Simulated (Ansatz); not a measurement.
**Atomization energy of H$_{2}$, singlet, from cheap to dear**

Geometry (MP2(full)/6-31G*, from the G2/97 set):

```xyz
2

H     0.0000    0.0000    0.0000
H     0.0000    0.0000    0.7372
```

Measured, as an electronic atomization energy: 109.6 kcal/mol (G2/97 heats of formation of molecule and atoms, with zero-point and thermal terms from B3LYP taken off; Curtiss et al., J. Chem. Phys. 106, 1063 (1997), Staroverov et al., J. Chem. Phys. 119, 12129 (2003)). Atoms are taken at the same level; beside RHF, RMP2 and RCC rows they are unrestricted. The atoms' steps beyond CCSDT(Q) are taken from restricted open-shell runs, which share full CI's core. Ansatz 0.2.0; a miss is computed less measured; times are wall times on shared hosts and scatter by a factor of two or so. A small miss in a small set is a cancellation of the method's error against the basis error.

| level | basis | miss (kcal/mol) | time of the run | hardware |
| --- | --- | --- | --- | --- |
| RHF | 6-31G | -27.8 | 0.03 s | 1 CPU thread |
| NEVPT2 (valence space) | 6-31G* | -13.6 | 0.03 s | 1 CPU thread |
| NEVPT2 (valence space) | cc-pVDZ | -9.9 | 0.03 s | 1 CPU thread |
| RPA-PBE | 6-31G | -9.2 | 0.06 s | 1 CPU thread |
| RPA-PBE | 6-31G* | -9.2 | 0.06 s | 1 CPU thread |
| PBE | 6-31G | -4.8 | 0.06 s | 1 CPU thread |
| PBE0 | 6-31G* | -5.7 | 0.06 s | 1 CPU thread |
| B2PLYP | 6-31G* | -5.1 | 0.06 s | 1 CPU thread |
| BLYP | STO-3G | 34.4 | 0.06 s | 1 CPU thread |
| RPA-PBE | cc-pVDZ | -5.4 | 0.06 s | 1 CPU thread |
| RCCSD(T) | STO-3G | 18.5 | 0.06 s | 1 CPU thread |
| PBE | 6-31G* | -4.8 | 0.06 s | 1 CPU thread |
| BLYP | 6-31G | -0.2 | 0.06 s | 1 CPU thread |
| PBE0 | STO-3G | 29.3 | 0.06 s | 1 CPU thread |
| PBE | cc-pVTZ | -4.9 | 0.06 s | 1 CPU thread |
| B3LYP | 6-31G | 0.2 | 0.06 s | 1 CPU thread |
| RCCSD(T) | cc-pVDZ | -6.2 | 0.06 s | 1 CPU thread |
| BLYP | 6-31G* | -0.2 | 0.06 s | 1 CPU thread |
| RHF | cc-pVQZ | -25.8 | 0.06 s | 1 CPU thread |
| B2PLYP | cc-pVDZ | -5.0 | 0.06 s | 1 CPU thread |
| PBE0 | cc-pVTZ | -5.2 | 0.09 s (with forces) | 1 CPU thread |
| BCCD(T) | 6-31G | -12.2 | 0.09 s | 1 CPU thread |
| RPA-PBE | cc-pVTZ | -1.4 | 0.09 s | 1 CPU thread |
| PBE-QIDH | cc-pVTZ | -4.9 | 0.09 s | 1 CPU thread |
| CAM-B3LYP | cc-pVTZ | -0.5 | 0.11 s | 1 CPU thread |
| wB97M-V | 6-31G | -0.4 | 0.12 s | 1 CPU thread |
| BLYP | cc-pVQZ | -0.1 | 0.12 s | 1 CPU thread |
| r2SCAN0 | 6-31G | -3.4 | 0.15 s | 1 CPU thread |
| r2SCAN0 | cc-pVDZ | -4.8 | 0.15 s | 1 CPU thread |
| B2PLYP | cc-pVQZ | -0.8 | 0.15 s | 1 CPU thread |
| RPA-PBE | cc-pVQZ | -0.9 | 0.15 s | 1 CPU thread |
| r2SCAN0 | 6-31G* | -3.4 | 0.15 s | 1 CPU thread |
| r2SCAN | STO-3G | 31.3 | 0.15 s | 1 CPU thread |
| NEVPT2 (valence space) | cc-pVQZ | -4.4 | 0.18 s | 1 CPU thread |
| r2SCAN0 | cc-pVTZ | -2.4 | 0.19 s | 1 CPU thread |
| r2SCANh | cc-pVTZ | -2.2 | 0.19 s | 1 CPU thread |
| r2SCAN0 | cc-pVQZ | -2.3 | 0.21 s | 1 CPU thread |
| wB97M-V | cc-pVQZ | -1.0 | 0.24 s | 1 CPU thread |
| MRCISD+Q (valence space) | cc-pVQZ | -0.5 | 0.36 s | 1 CPU thread |
| full CI | cc-pVQZ | -0.5 | 0.57 s | 1 CPU thread |

HF's time is that of a plain UHF run.
